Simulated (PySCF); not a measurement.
Gas-phase reaction: 6 H₂CSiH₂ = 2 c-Si₃H₆ + CH₄ + C₅H₈ (cyclic)

Method: PySCF energies plus ideal-gas RRHO corrections (1 bar). † marks an energy on the PBE0/def2-TZVP geometry and frequencies; other levels use their own. MP2 freezes the core. All species are closed-shell singlets. B3LYP is the form with VWN-RPA correlation. H₂CSiH₂, c-Si₃H₆: computed as isolated molecules; such fragments, hydroxides, amides, oligomers or adducts are transient or little studied in the gas. MP2 isn't extrapolated to the basis-set limit; its ΔH°(298 K) is -722.0 kJ in def2-SVP and -677.0 kJ in def2-TZVPP. The harmonic model lacks anharmonicity and excited electronic states, which grow with temperature; levels with a mode under 35 cm⁻¹ are left out.

```json
[
 {"level": "B3LYP/def2-TZVP†", "ΔE electronic, kJ": "-659", "ΔH°(298 K), kJ": "-617", "ΔS°(298 K), J/K": "-379", "ΔG°(1000 K), kJ": "-235"},
 {"level": "BLYP/def2-TZVP†", "ΔE electronic, kJ": "-586", "ΔH°(298 K), kJ": "-544", "ΔS°(298 K), J/K": "-379", "ΔG°(1000 K), kJ": "-162"},
 {"level": "HF/def2-TZVP†", "ΔE electronic, kJ": "-731", "ΔH°(298 K), kJ": "-688", "ΔS°(298 K), J/K": "-379", "ΔG°(1000 K), kJ": "-306"},
 {"level": "MP2/def2-SVP†", "ΔE electronic, kJ": "-764", "ΔH°(298 K), kJ": "-722", "ΔS°(298 K), J/K": "-379", "ΔG°(1000 K), kJ": "-340"},
 {"level": "MP2/def2-TZVPP†", "ΔE electronic, kJ": "-719", "ΔH°(298 K), kJ": "-677", "ΔS°(298 K), J/K": "-379", "ΔG°(1000 K), kJ": "-295"},
 {"level": "PBE/def2-TZVP†", "ΔE electronic, kJ": "-750", "ΔH°(298 K), kJ": "-708", "ΔS°(298 K), J/K": "-379", "ΔG°(1000 K), kJ": "-325"},
 {"level": "PBE0/def2-TZVP", "ΔE electronic, kJ": "-812", "ΔH°(298 K), kJ": "-770", "ΔS°(298 K), J/K": "-379", "ΔG°(1000 K), kJ": "-387"},
 {"level": "LDA/def2-TZVP†", "ΔE electronic, kJ": "-852", "ΔH°(298 K), kJ": "-810", "ΔS°(298 K), J/K": "-379", "ΔG°(1000 K), kJ": "-428"},
 {"level": "ωB97X-V/def2-TZVP†", "ΔE electronic, kJ": "-810", "ΔH°(298 K), kJ": "-768", "ΔS°(298 K), J/K": "-379", "ΔG°(1000 K), kJ": "-386"}
]
```
ΔH° is lowest at LDA/def2-TZVP† and highest at BLYP/def2-TZVP†. No reference value is set beside these.
